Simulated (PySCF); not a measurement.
# BH3S2 (SMILES SBS) at HF/def2-TZVP

What is the vertical ionisation energy of BH3S2 at HF/def2-TZVP? The job is set up through a Python script.

The calculation is run with PySCF 2.14.0.

10 further runs of the same task are left out: 6 that didn't finish, 4 set aside as unsound or not needed.

## (1) The system as given

BH3S2 has 6 atoms, charge 0, and is taken as a singlet. As SMILES, `SBS`. The coordinates come from a PBE0-D4/def2-TZVP relaxation. This is one conformer, not always the lowest.

Bond lengths: S1–B2 1.783 Å, B2–S3 1.787 Å, S1–H4 1.346 Å, B2–H5 1.190 Å, S3–H6 1.342 Å. Angles: S1–B2–S3 122.5°, S1–B2–H5 116.2°, S3–B2–H5 121.4°, B2–S1–H4 98.9°, B2–S3–H6 97.3°.

## (2) The energy at HF/def2-TZVP

job.py reads:

```python
from pyscf import gto, scf

mol = gto.M(
    atom='''
S     -1.549386    -1.143662    -2.865770
B      0.172721    -0.857180     0.016819
S      0.629468     2.106667     1.568095
H     -2.164870     1.300321    -3.202330
H      1.011948    -2.763158     0.864550
H      1.979677     1.236070     3.531520
''',
    verbose=3,
    max_memory=40,
    charge=0,
    unit='bohr',
    basis='def2-tzvp',
    spin=0,
)

mf = scf.RHF(mol)
mf.max_cycle = 60
mf.direct_scf_tol = 1e-08
mf.conv_tol = 1e-08
mf.kernel()

e_final = mf.e_tot
print('E(%s) = %.9f' % ('HF', e_final))
```

Run with:

```
$ OMP_NUM_THREADS=1 python job.py
```

The program printed:

```text
converged SCF energy = -821.579914832358
E(HF) = -821.579914832
```

Wall time 16 s (1 thread of Arm Neoverse V1, shared host); peak memory 0.11 GiB.

## (3) The doublet cation

run.py reads:

```python
from pyscf import gto, scf

mol = gto.M(
    atom='''
S     -0.819900    -0.605200    -1.516500
B      0.091400    -0.453600     0.008900
S      0.333100     1.114800     0.829800
H     -1.145600     0.688100    -1.694600
H      0.535500    -1.462200     0.457500
H      1.047600     0.654100     1.868800
''',
    max_memory=40,
    charge=1,
    verbose=3,
    spin=1,
    basis='def2-tzvp',
)

hf = scf.UHF(mol)
hf.conv_tol = 1e-08
hf.direct_scf_tol = 1e-08
hf.max_cycle = 60
hf.kernel()

etot = hf.e_tot
print('E(%s) = %.9f' % ('HF', etot))
```

Run with:

```
$ OMP_NUM_THREADS=1 python run.py
```

The program printed:

```text
converged SCF energy = -821.247711716788  <S^2> = 0.90443951  2S+1 = 2.1488969
E(HF) = -821.247711717
```

Wall time 19 s (1 thread of Arm Neoverse V1, shared host); peak memory 0.11 GiB.

## (4) Results

At HF/def2-TZVP:

| quantity | value |
| --- | --- |
| singlet BH3S2: total energy | -821.57991 Eh |
| singlet BH3S2: dipole moment | 0.88 D |
| singlet BH3S2: HOMO energy | -10.18 eV |
| singlet BH3S2: LUMO energy | 2.58 eV |
| singlet BH3S2: HOMO–LUMO gap | 12.76 eV |
| doublet cation: total energy | -821.24771 Eh |
| doublet cation: HOMO energy (highest over α and β) | -15.80 eV |
| doublet cation: LUMO energy (lowest over α and β) | -7.90 eV |
| doublet cation: ⟨S²⟩ | 0.904 |
| vertical ionisation energy (to the doublet cation) | 9.040 eV |

Removing an electron at fixed nuclei costs 9.04 eV (208 kcal/mol). The negative HOMO energy of the first species, 10.18 eV, lies 1.14 eV above that difference. Mulliken charges (singlet BH3S2) run from -0.18 on S3 to +0.15 on H6. ⟨S²⟩ (doublet cation) is 0.90 where a pure doublet has 0.75: the reference is spin-contaminated.
